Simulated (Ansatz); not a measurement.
Ansatz (a program for electronic structure) input (B3LYP-D3(BJ)/def2-TZVP):

Ansatz 0.2 input:
```yaml
crystal:
  periodic: [false, false, false]
  atoms:
    - {symbol: C, position_ang: [0.03618760, 0.60041534, 0.01001252]}
    - {symbol: N, position_ang: [0.01219895, -0.81758933, 0.09244576]}
    - {symbol: H, position_ang: [-0.95471660, 1.16629571, 0.01500298]}
    - {symbol: H, position_ang: [-0.48780604, -1.15122848, -0.74120501]}
    - {symbol: H, position_ang: [0.56688663, 1.01658913, 0.88942020]}
    - {symbol: H, position_ang: [0.57311778, 1.08897690, -0.87041363]}
basis:
  gaussian:
    orbitals: def2-TZVP
hamiltonian:
  xc: b3lyp
  dispersion: d3bj
total_charge: -1
phonons: {temperatures: {t_min: 298.15, t_max: 298.15, t_step: 100}}
```

Output:

```
Functional definition: B3LYP
integrals: 0.01 GiB planned
511 factors; their error is unknown
mean field: 0.18 GiB planned
mean field evaluation 1: about -2589.5044 eV, gradient 2.9e1 eV
mean field evaluation 2: about -2584.1511 eV, gradient 5.6e1 eV
mean field evaluation 4: about -2591.5029 eV, gradient 2.4e0 eV
mean field evaluation 8: about -2591.5090 eV, gradient 2.4e-2 eV
mean field -2591.50902882 eV, -95.2362002211 hartree, gradient 5.1e-5 eV, S^2 0.000000; 0 other end points of the search recorded, 0 dependent functions left out
the calculation of the forces begins
reference -2591.50923777 eV, -95.2362079002 hartree; 9, 9 occupied and 77, 77 virtual orbitals, 511 factors
these checks for a lower state are left out or cut short: stability, starts, cluster_reference, orbital_swaps, neighbouring_geometries, increment
integrals: 0.01 GiB planned
511 factors; their error is unknown
mean field: 0.18 GiB planned
mean field evaluation 16: about -2591.5156 eV, gradient 3.7e-1 eV
mean field -2591.50888346 eV, -95.2361948792 hartree, gradient 1.2e-6 eV, S^2 0.000000; 0 other end points of the search recorded, 0 dependent functions left out
the calculation of the forces begins
reference -2591.50909271 eV, -95.2362025693 hartree; 9, 9 occupied and 77, 77 virtual orbitals, 511 factors
these checks for a lower state are left out or cut short: stability, starts, cluster_reference, orbital_swaps, neighbouring_geometries, increment
integrals: 0.01 GiB planned
511 factors; their error is unknown
mean field: 0.18 GiB planned
mean field -2591.50888473 eV, -95.2361949262 hartree, gradient 1.2e-6 eV, S^2 0.000000; 0 other end points of the search recorded, 0 dependent functions left out
the calculation of the forces begins
reference -2591.50909339 eV, -95.2362025943 hartree; 9, 9 occupied and 77, 77 virtual orbitals, 511 factors
these checks for a lower state are left out or cut short: stability, starts, cluster_reference, orbital_swaps, neighbouring_geometries, increment
integrals: 0.01 GiB planned
511 factors; their error is unknown
mean field: 0.18 GiB planned
mean field evaluation 32: about -2591.5156 eV, gradient 3.9e-1 eV
mean field -2591.50891655 eV, -95.2361960954 hartree, gradient 1.2e-6 eV, S^2 0.000000; 0 other end points of the search recorded, 0 dependent functions left out
the calculation of the forces begins
reference -2591.50912532 eV, -95.2362037674 hartree; 9, 9 occupied and 77, 77 virtual orbitals, 511 factors
these checks for a lower state are left out or cut short: stability, starts, cluster_reference, orbital_swaps, neighbouring_geometries, increment
integrals: 0.01 GiB planned
511 factors; their error is unknown
mean field: 0.18 GiB planned
mean field -2591.50891050 eV, -95.2361958732 hartree, gradient 1.2e-6 eV, S^2 0.000000; 0 other end points of the search recorded, 0 dependent functions left out
the calculation of the forces begins
reference -2591.50911965 eV, -95.2362035593 hartree; 9, 9 occupied and 77, 77 virtual orbitals, 511 factors
these checks for a lower state are left out or cut short: stability, starts, cluster_reference, orbital_swaps, neighbouring_geometries, increment
integrals: 0.01 GiB planned
511 factors; their error is unknown
mean field: 0.18 GiB planned
mean field -2591.50890668 eV, -95.2361957325 hartree, gradient 1.2e-6 eV, S^2 0.000000; 0 other end points of the search recorded, 0 dependent functions left out
the calculation of the forces begins
reference -2591.50911540 eV, -95.2362034029 hartree; 9, 9 occupied and 77, 77 virtual orbitals, 511 factors
these checks for a lower state are left out or cut short: stability, starts, cluster_reference, orbital_swaps, neighbouring_geometries, increment
integrals: 0.01 GiB planned
[...]
mean field -2591.50897490 eV, -95.2361982395 hartree, gradient 1.2e-6 eV, S^2 0.000000; 0 other end points of the search recorded, 0 dependent functions left out
the calculation of the forces begins
reference -2591.50918376 eV, -95.2362059150 hartree; 9, 9 occupied and 77, 77 virtual orbitals, 511 factors
these checks for a lower state are left out or cut short: stability, starts, cluster_reference, orbital_swaps, neighbouring_geometries, increment
integrals: 0.01 GiB planned
511 factors; their error is unknown
mean field: 0.18 GiB planned
mean field -2591.50897133 eV, -95.2361981086 hartree, gradient 1.2e-6 eV, S^2 0.000000; 0 other end points of the search recorded, 0 dependent functions left out
the calculation of the forces begins
reference -2591.50918020 eV, -95.2362057842 hartree; 9, 9 occupied and 77, 77 virtual orbitals, 511 factors
these checks for a lower state are left out or cut short: stability, starts, cluster_reference, orbital_swaps, neighbouring_geometries, increment
integrals: 0.01 GiB planned
511 factors; their error is unknown
mean field: 0.18 GiB planned
mean field -2591.50897521 eV, -95.2361982510 hartree, gradient 1.2e-6 eV, S^2 0.000000; 0 other end points of the search recorded, 0 dependent functions left out
the calculation of the forces begins
reference -2591.50918426 eV, -95.2362059335 hartree; 9, 9 occupied and 77, 77 virtual orbitals, 511 factors
these checks for a lower state are left out or cut short: stability, starts, cluster_reference, orbital_swaps, neighbouring_geometries, increment
integrals: 0.01 GiB planned
511 factors; their error is unknown
mean field: 0.18 GiB planned
mean field evaluation 96: about -2591.5090 eV, gradient 1.2e-6 eV
mean field -2591.50901037 eV, -95.2361995432 hartree, gradient 1.2e-6 eV, S^2 0.000000; 0 other end points of the search recorded, 0 dependent functions left out
the calculation of the forces begins
reference -2591.50921941 eV, -95.2362072254 hartree; 9, 9 occupied and 77, 77 virtual orbitals, 511 factors
these checks for a lower state are left out or cut short: stability, starts, cluster_reference, orbital_swaps, neighbouring_geometries, increment
integrals: 0.01 GiB planned
511 factors; their error is unknown
mean field: 0.18 GiB planned
mean field -2591.50899772 eV, -95.2361990784 hartree, gradient 1.2e-6 eV, S^2 0.000000; 0 other end points of the search recorded, 0 dependent functions left out
the calculation of the forces begins
reference -2591.50920659 eV, -95.2362067543 hartree; 9, 9 occupied and 77, 77 virtual orbitals, 511 factors
these checks for a lower state are left out or cut short: stability, starts, cluster_reference, orbital_swaps, neighbouring_geometries, increment
integrals: 0.01 GiB planned
511 factors; their error is unknown
mean field: 0.18 GiB planned
mean field -2591.50901644 eV, -95.2361997662 hartree, gradient 1.2e-6 eV, S^2 0.000000; 0 other end points of the search recorded, 0 dependent functions left out
the calculation of the forces begins
reference -2591.50922534 eV, -95.2362074433 hartree; 9, 9 occupied and 77, 77 virtual orbitals, 511 factors
these checks for a lower state are left out or cut short: stability, starts, cluster_reference, orbital_swaps, neighbouring_geometries, increment
integrals: 0.01 GiB planned
511 factors; their error is unknown
mean field: 0.18 GiB planned
mean field -2591.50901439 eV, -95.2361996909 hartree, gradient 1.2e-6 eV, S^2 0.000000; 0 other end points of the search recorded, 0 dependent functions left out
the calculation of the forces begins
reference -2591.50922340 eV, -95.2362073719 hartree; 9, 9 occupied and 77, 77 virtual orbitals, 511 factors
these checks for a lower state are left out or cut short: stability, starts, cluster_reference, orbital_swaps, neighbouring_geometries, increment
integrals: 0.01 GiB planned
511 factors; their error is unknown
mean field: 0.18 GiB planned
mean field -2591.50892077 eV, -95.2361962505 hartree, gradient 1.2e-6 eV, S^2 0.000000; 0 other end points of the search recorded, 0 dependent functions left out
the calculation of the forces begins
reference -2591.50912991 eV, -95.2362039362 hartree; 9, 9 occupied and 77, 77 virtual orbitals, 511 factors
these checks for a lower state are left out or cut short: stability, starts, cluster_reference, orbital_swaps, neighbouring_geometries, increment
integrals: 0.01 GiB planned
511 factors; their error is unknown
mean field: 0.18 GiB planned
mean field evaluation 128: about -2591.5088 eV, gradient 3.3e-1 eV
mean field -2591.50893190 eV, -95.2361966594 hartree, gradient 1.2e-6 eV, S^2 0.000000; 0 other end points of the search recorded, 0 dependent functions left out
the calculation of the forces begins
reference -2591.50914067 eV, -95.2362043318 hartree; 9, 9 occupied and 77, 77 virtual orbitals, 511 factors
these checks for a lower state are left out or cut short: stability, starts, cluster_reference, orbital_swaps, neighbouring_geometries, increment
integrals: 0.01 GiB planned
511 factors; their error is unknown
mean field: 0.18 GiB planned
mean field -2591.50900521 eV, -95.2361993536 hartree, gradient 1.2e-6 eV, S^2 0.000000; 0 other end points of the search recorded, 0 dependent functions left out
the calculation of the forces begins
reference -2591.50921417 eV, -95.2362070327 hartree; 9, 9 occupied and 77, 77 virtual orbitals, 511 factors
these checks for a lower state are left out or cut short: stability, starts, cluster_reference, orbital_swaps, neighbouring_geometries, increment
integrals: 0.01 GiB planned
511 factors; their error is unknown
mean field: 0.18 GiB planned
mean field -2591.50902249 eV, -95.2361999885 hartree, gradient 1.2e-6 eV, S^2 0.000000; 0 other end points of the search recorded, 0 dependent functions left out
the calculation of the forces begins
reference -2591.50923144 eV, -95.2362076675 hartree; 9, 9 occupied and 77, 77 virtual orbitals, 511 factors
these checks for a lower state are left out or cut short: stability, starts, cluster_reference, orbital_swaps, neighbouring_geometries, increment
integrals: 0.01 GiB planned
511 factors; their error is unknown
mean field: 0.18 GiB planned
mean field -2591.50895500 eV, -95.2361975082 hartree, gradient 1.2e-6 eV, S^2 0.000000; 0 other end points of the search recorded, 0 dependent functions left out
the calculation of the forces begins
reference -2591.50916389 eV, -95.2362051851 hartree; 9, 9 occupied and 77, 77 virtual orbitals, 511 factors
these checks for a lower state are left out or cut short: stability, starts, cluster_reference, orbital_swaps, neighbouring_geometries, increment
integrals: 0.01 GiB planned
511 factors; their error is unknown
mean field: 0.18 GiB planned
mean field evaluation 160: about -2591.5089 eV, gradient 4.2e-3 eV
mean field -2591.50894446 eV, -95.2361971212 hartree, gradient 1.2e-6 eV, S^2 0.000000; 0 other end points of the search recorded, 0 dependent functions left out
the calculation of the forces begins
reference -2591.50915348 eV, -95.2362048024 hartree; 9, 9 occupied and 77, 77 virtual orbitals, 511 factors
these checks for a lower state are left out or cut short: stability, starts, cluster_reference, orbital_swaps, neighbouring_geometries, increment
integrals: 0.01 GiB planned
511 factors; their error is unknown
mean field: 0.18 GiB planned
mean field -2591.50901343 eV, -95.2361996556 hartree, gradient 1.2e-6 eV, S^2 0.000000; 0 other end points of the search recorded, 0 dependent functions left out
the calculation of the forces begins
reference -2591.50922236 eV, -95.2362073339 hartree; 9, 9 occupied and 77, 77 virtual orbitals, 511 factors
these checks for a lower state are left out or cut short: stability, starts, cluster_reference, orbital_swaps, neighbouring_geometries, increment
integrals: 0.01 GiB planned
511 factors; their error is unknown
mean field: 0.18 GiB planned
mean field -2591.50900509 eV, -95.2361993493 hartree, gradient 1.2e-6 eV, S^2 0.000000; 0 other end points of the search recorded, 0 dependent functions left out
the calculation of the forces begins
reference -2591.50921407 eV, -95.2362070292 hartree; 9, 9 occupied and 77, 77 virtual orbitals, 511 factors
Total energy: -2591.60615318 eV, -95.2397694757 hartree
Atom 0 at     0.036188     0.600415     0.010013 Å, force     0.000017    -0.000033     0.000033 eV/Å
Atom 1 at     0.012199    -0.817589     0.092446 Å, force     0.000019     0.000005     0.000032 eV/Å
Atom 2 at    -0.954717     1.166296     0.015003 Å, force    -0.000022     0.000034    -0.000007 eV/Å
Atom 3 at    -0.487806    -1.151228    -0.741205 Å, force    -0.000010    -0.000012    -0.000016 eV/Å
Atom 4 at     0.566887     1.016589     0.889420 Å, force    -0.000012    -0.000025    -0.000018 eV/Å
Atom 5 at     0.573118     1.088977    -0.870414 Å, force     0.000008     0.000032    -0.000024 eV/Å
Dipole moment:    -0.087696     0.446474    -0.190313 e Å
Vibrations: 362.35 1015.60 1030.93 1100.50 1336.89 1405.32 1438.25 1476.93 2348.28 2516.85 2848.32 3265.80 cm⁻¹, zero-point energy 1.248894 eV
```

It need not be the lowest isomer of its formula. Whether it binds its extra electron was not tested at this geometry.
